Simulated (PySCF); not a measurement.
**One shape, several levels: triplet Si3H8**

Aim: a comparison of 6 runs (U-r2SCAN/6-31G*, U-revPBE/6-31G*, UB3LYP/6-31G*, UBHLYP/6-31G*, UTPSS/6-31G*, UCCSD(T)/6-31G*) of triplet Si3H8. 

The results are computed with PySCF 2.14.0.

1 further run of the same task is left out (set aside as unsound or not needed).

## Step 1: The system as given

Si3H8: 11 atoms, total charge 0, spin state triplet. As SMILES of the parent species, `[SiH3][SiH2][SiH3]`. The shape is that of a PBE0-D4/def2-TZVP optimisation. That shape belongs to the parent species and isn't relaxed for this state.

Bond lengths: Si1–Si2 2.338 Å, Si2–Si3 2.338 Å, Si1–H4 1.488 Å, Si1–H5 1.488 Å, Si1–H6 1.488 Å, Si2–H7 1.490 Å, Si2–H8 1.490 Å, Si3–H9 1.488 Å, Si3–H10 1.488 Å, Si3–H11 1.488 Å. Some angles: Si1–Si2–Si3 110.4°, Si1–Si2–H7 109.6°, Si1–Si2–H8 109.6°, Si3–Si2–H7 109.6°, Si3–Si2–H8 109.6°, Si2–Si1–H4 111.2°, Si2–Si1–H5 109.8°, Si2–Si1–H6 109.8°, Si2–Si3–H9 109.8°, Si2–Si3–H10 109.8°.

## Step 2: The energy at U-r2SCAN/6-31G(d) (spherical functions) (run 1)

Contents of mol.xyz:

```xyz
11
H8Si3
Si    -1.292570     1.366730    -0.525270
Si    -0.462570    -0.807300    -0.296320
Si     1.631930    -0.774400     0.742750
H     -2.625850     1.367720    -1.185120
H     -0.354030     2.180440    -1.344070
H     -1.422540     2.000090     0.814640
H     -0.343400    -1.440160    -1.640160
H     -1.410380    -1.620800     0.516390
H      1.515950    -0.154940     2.090430
H      2.583820     0.031780    -0.068050
H      2.179610    -2.149160     0.894770
```

Contents of run.py:

```python
from pyscf import gto, dft

system = gto.M(
    atom='mol.xyz',
    basis='6-31g*',
    charge=0,
    max_memory=1860,
    spin=2,
    verbose=4,
)

calc0 = dft.UKS(system)
calc0.xc = 'r2scan'
calc0.grids.level = 5
calc0.conv_tol = 1e-10
calc0.kernel()
if not calc0.converged:
    calc0 = calc0.newton().run(calc0.mo_coeff, calc0.mo_occ)

e_tot = calc0.e_tot
print('Final energy', e_tot)
```

Command:

```
$ OMP_NUM_THREADS=1 python run.py
```

The log of the run:

```text
PySCF version 2.14.0

[... 75 lines left out ...]
[... the frontier-level lines of each cycle are left out ...]
[... 17 lines left out ...]
[... 17 lines left out ...]
[... 17 lines left out ...]
[... 1 line left out ...]
cycle= 12 E= -872.898633854508  delta_E= -2.06e-10  |g|= 2.12e-06  |ddm|= 0.00047


cycle= 13 E= -872.898633854522  delta_E= -1.41e-11  |g|= 1.36e-06  |ddm|= 8.5e-05


Extra cycle  E= -872.898633854522  delta_E= 2.27e-13  |g|= 1.58e-06  |ddm|= 2.1e-05
converged SCF energy = -872.898633854522  <S^2> = 2.0060902  2S+1 = 3.0040574
Final energy -872.8986338545219
```

Run time: 67 s. Hardware: 1 thread of Arm Neoverse V2, shared host; peak memory 0.44 GiB.

## Step 3: The energy at U-revPBE/6-31G(d) (spherical functions) (run 2)

Contents of job.py:

```python
from pyscf import gto, dft

mol = gto.Mole()
mol.atom = '''
Si      -1.292570       1.366730      -0.525270
Si      -0.462570      -0.807300      -0.296320
Si       1.631930      -0.774400       0.742750
H       -2.625850       1.367720      -1.185120
H       -0.354030       2.180440      -1.344070
H       -1.422540       2.000090       0.814640
H       -0.343400      -1.440160      -1.640160
H       -1.410380      -1.620800       0.516390
H        1.515950      -0.154940       2.090430
H        2.583820       0.031780      -0.068050
H        2.179610      -2.149160       0.894770
'''
mol.max_memory = 1860
mol.spin = 2
mol.basis = '6-31g*'
mol.verbose = 3
mol.charge = 0
mol.build()

mf = dft.UKS(mol, xc='revpbe')
mf.grids.level = 5
mf.conv_tol = 1e-10
mf.kernel()
if not mf.converged:
    mf = mf.newton().run(mf.mo_coeff, mf.mo_occ)

e_final = mf.e_tot
print('E(%s) = %.9f' % ('REVPBE', e_final))
```

Command:

```
$ OMP_NUM_THREADS=1 python job.py
```

The log of the run:

```text
WARN: HOMO -0.0523920650566718 >= LUMO -0.287946677014674

WARN: HOMO -0.0562328281253512 >= LUMO -0.263044750859897

WARN: HOMO -0.0428288745007552 >= LUMO -0.242384779238949

WARN: HOMO -0.0489160555284927 >= LUMO -0.249874367822489

WARN: HOMO -0.0496671343478574 >= LUMO -0.250230432919799

WARN: HOMO -0.0493000880580237 >= LUMO -0.249659228289737

WARN: HOMO -0.0493400178474694 >= LUMO -0.249663378894362

WARN: HOMO -0.0493442208654835 >= LUMO -0.249665960779665

WARN: HOMO -0.0493488384967089 >= LUMO -0.249669683214409

WARN: HOMO -0.0493504598625587 >= LUMO -0.249671791991004

WARN: HOMO -0.0493504760683594 >= LUMO -0.249672173894793

WARN: HOMO -0.0493505522365245 >= LUMO -0.249672354789714

WARN: HOMO -0.049350916436022 >= LUMO -0.249672842495676

converged SCF energy = -872.809741981617  <S^2> = 2.0038305  2S+1 = 3.0025526
E(REVPBE) = -872.809741982
```

Wall time 31 s (1 thread of Arm Neoverse V2, shared host); peak memory 0.39 GiB.

Runs 3 to 4 aren't shown in full; the table further down has their settings and results.

## Step 4: The energy at UTPSS/6-31G(d) (spherical functions) (run 5)

Contents of job.py:

```python
from pyscf import gto, dft

system = gto.M(
    atom=[
    ('Si', (-1.292570, 1.366730, -0.525270)),
    ('Si', (-0.462570, -0.807300, -0.296320)),
    ('Si', (1.631930, -0.774400, 0.742750)),
    ('H', (-2.625850, 1.367720, -1.185120)),
    ('H', (-0.354030, 2.180440, -1.344070)),
    ('H', (-1.422540, 2.000090, 0.814640)),
    ('H', (-0.343400, -1.440160, -1.640160)),
    ('H', (-1.410380, -1.620800, 0.516390)),
    ('H', (1.515950, -0.154940, 2.090430)),
    ('H', (2.583820, 0.031780, -0.068050)),
    ('H', (2.179610, -2.149160, 0.894770)),
],
    basis='6-31g*',
    spin=2,
    verbose=3,
    max_memory=1860,
    charge=0,
)

mf = dft.UKS(system)
mf.xc = 'tpss'
mf.conv_tol = 1e-10
mf.grids.level = 5
mf.kernel()
if not mf.converged:
    mf = mf.newton().run(mf.mo_coeff, mf.mo_occ)

etot = mf.e_tot
print('Final energy', etot)
```

Command:

```
$ OMP_NUM_THREADS=1 python job.py
```

The log of the run:

```text
WARN: HOMO -0.0528087797682559 >= LUMO -0.291013101489179

WARN: HOMO -0.0614333972622136 >= LUMO -0.270032047331422

WARN: HOMO -0.044554125638002 >= LUMO -0.244047230133775

WARN: HOMO -0.0510531196063437 >= LUMO -0.25159557737597

WARN: HOMO -0.0516918149744985 >= LUMO -0.251743522336615

WARN: HOMO -0.0512912253605549 >= LUMO -0.251131898138633

WARN: HOMO -0.0513037369179699 >= LUMO -0.251096411953384

WARN: HOMO -0.0513177138346614 >= LUMO -0.251110461837349

WARN: HOMO -0.0513196791289385 >= LUMO -0.251112808785939

WARN: HOMO -0.0513179842848748 >= LUMO -0.251110962133239

WARN: HOMO -0.0513176535210982 >= LUMO -0.251110998891371

WARN: HOMO -0.0513176992955906 >= LUMO -0.251111229574835

WARN: HOMO -0.051317939824703 >= LUMO -0.251111550642494

converged SCF energy = -873.076754109639  <S^2> = 2.0041611  2S+1 = 3.0027728
Final energy -873.0767541096386
```

It took 64 s on 1 thread of Arm Neoverse V2, shared host; peak memory 0.44 GiB.

## Step 5: The energy at UCCSD(T)/6-31G(d) (spherical functions) (run 6)

Contents of run.py:

```python
from pyscf import gto, cc

molecule = gto.M(
    atom='''
Si  -1.292570   1.366730  -0.525270
Si  -0.462570  -0.807300  -0.296320
Si   1.631930  -0.774400   0.742750
H   -2.625850   1.367720  -1.185120
H   -0.354030   2.180440  -1.344070
H   -1.422540   2.000090   0.814640
H   -0.343400  -1.440160  -1.640160
H   -1.410380  -1.620800   0.516390
H    1.515950  -0.154940   2.090430
H    2.583820   0.031780  -0.068050
H    2.179610  -2.149160   0.894770
''',
    charge=0,
    verbose=4,
    max_memory=1860,
    basis='6-31g*',
    spin=2,
)

mf = molecule.UHF()
mf.conv_tol = 1e-10
mf.kernel()
if not mf.converged:
    mf = mf.newton().run(mf.mo_coeff, mf.mo_occ)

mycc = cc.CCSD(mf, frozen=15)
mycc.kernel()
e_t = mycc.ccsd_t()
e_final = mycc.e_tot + e_t
print(f'total energy: {e_final:.8f} hartree')
```

Command:

```
$ OMP_NUM_THREADS=1 python run.py
```

The log of the run:

```text
PySCF version 2.14.0

[... 46 lines left out ...]
WARN: HOMO 0.0768355435762074 >= LUMO -0.273035670432325
[... 5 lines left out ...]
WARN: HOMO -0.137584513011477 >= LUMO -0.169262592723947
[... 58 lines left out ...]
converged SCF energy = -871.136603947373  <S^2> = 2.0128316  2S+1 = 3.0085422
[... 12 lines left out ...]
Init t2, MP2 energy = -0.238130451858274
[... 24 lines left out ...]
UCCSD converged
[... 2 lines left out ...]
total energy: -871.44826725 hartree
```

Wall time 34 s (1 thread of Arm Neoverse V2, shared host); peak memory 0.5 GiB.

## Step 6: The series

| run | level | integration grid | frozen core orbitals | energy (Eh) | dipole moment (D) of the reference | HOMO energy (eV) | ⟨S²⟩ | wall time |
| --- | --- | --- | --- | --- | --- | --- | --- | --- |
| 1 | U-r2SCAN/6-31G* (spherical functions) | 5 | – | -872.898634 | 0.08 | -1.43 | 2.006 | 67 s |
| 2 | U-revPBE/6-31G* (spherical functions) | 5 | – | -872.809742 | 0.09 | -1.34 | 2.004 | 31 s |
| 3 | UB3LYP/6-31G* (spherical functions) | 5 | – | -873.050569 | 0.08 | -1.81 | 2.004 | 34 s |
| 4 | UBHLYP/6-31G* (spherical functions) | 5 | – | -872.966621 | 0.04 | -2.44 | 2.005 | 33 s |
| 5 | UTPSS/6-31G* (spherical functions) | 5 | – | -873.076754 | 0.13 | -1.40 | 2.004 | 64 s |
| 6 | UCCSD(T)/6-31G* (spherical functions) | – | 15 | -871.448267 | 0.00 | -3.28 | 2.013 | 34 s |

## Step 7: Results

```
                                                         quantity          value
                                              run 6: total energy  -871.44827 Eh
                      run 6: dipole moment (Hartree–Fock density)         0.00 D
run 6: HOMO energy (Hartree–Fock orbitals) (highest over α and β)       -3.28 eV
 run 6: LUMO energy (Hartree–Fock orbitals) (lowest over α and β)       -2.64 eV
              run 6: correlation energy (15 core orbitals frozen)     -311.7 mEh
                                            run 6: (T) correction      -9.98 mEh
                         run 6: ⟨S²⟩ of the reference determinant          2.013
                                             run 6: T1 diagnostic          0.026
```

What this shows: Over runs 1, 2, 3, 4, 5 the dipole moment (its size) runs from 0.04 D (UBHLYP/6-31G*) to 0.13 D (UTPSS/6-31G*). Totals of different functionals can't be ranked against each other. All runs together took 4.4 min, the longest 67 s.
